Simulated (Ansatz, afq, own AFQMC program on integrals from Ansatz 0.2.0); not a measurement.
# BO, doublet: AFQMC among the cluster methods

```yaml
atoms:
  - { symbol: B, position_ang: [0.0000, 0.0000, 0.0000] }
  - { symbol: O, position_ang: [0.0000, 0.0000, 1.6520] }
```

Basis 6-31G. Only valence electrons are correlated. AFQMC by an in-house program on the Cholesky factors that Ansatz 0.2.0 writes for its CCSD(T) run. ph-AFQMC/CISD is guided by a CISD state made of CCSD amplitudes; releasing the constraint for a short imaginary time cuts its bias at the price of noise, slowly where states lie close. Error bars are statistical, one sigma.

Determinant: ROHF, the one that the program's search chose, which needn't be the lowest solution. The geometry is a point of a scan.

Full CI on the same integrals is exact in this basis and with this determinant's frozen core.

Cautions: a spin-contaminated unrestricted determinant lies lower (UHF 467 meV lower, ⟨S²⟩ 1.58); the search met a lower determinant of the same kind, perhaps of another symmetry (1.14 eV lower), and this one is a saddle point; strong correlation (T1 0.131, weight of the determinant 0.63, largest double 0.13); (T) is large, 6 % of the CCSD correlation; the released energies are still falling, so no released level is given (meV from the phaseless value at times in 1/Eh: -29 ± 18 at 0.24, -30 ± 7 at 0.51, -38 ± 9 at 0.99, -39 ± 10 at 1.62, -62 ± 14 at 2.40).

```
T1 diagnostic                               : 0.1314
weight of the determinant in the CISD state : 0.630
size of the correlated space                : 9 electrons in 16 orbitals
```

```
  level  correlation energy (eV)
    MP2                  -4.6268
   CCSD                  -5.7631
CCSD(T)                  -6.1177
```

Estimate where phaseless AFQMC with a CISD trial lies against CCSD(T) on the same integrals.

0.99 ± 0.35 mEh below CCSD(T).

Reference: full CI, correlation energy -6.252 eV. The cautions show a poor starting determinant, so the rows tell how each method copes with it here, and full CI is the sure value.

```tsv
level	E − E(reference) (mEh)	share of correlation (%)
CCSD(T)	4.92	97.86
CCSDT	1.03	99.55
CCSDT(Q)	-1.69	100.73
CCSDTQ	-0.53	100.23
ph-AFQMC/CISD	3.93 ± 0.35	98.29
```

CCSDT and higher add their correlation energy to the determinant of the CCSD(T) run, since their own runs factorise the integrals more tightly (a shift of under 2 meV). A walk keeps the symmetry of its determinant, which the program's search chose and which needn't be the lowest solution, so a lower state of the same spin and another symmetry isn't excluded.
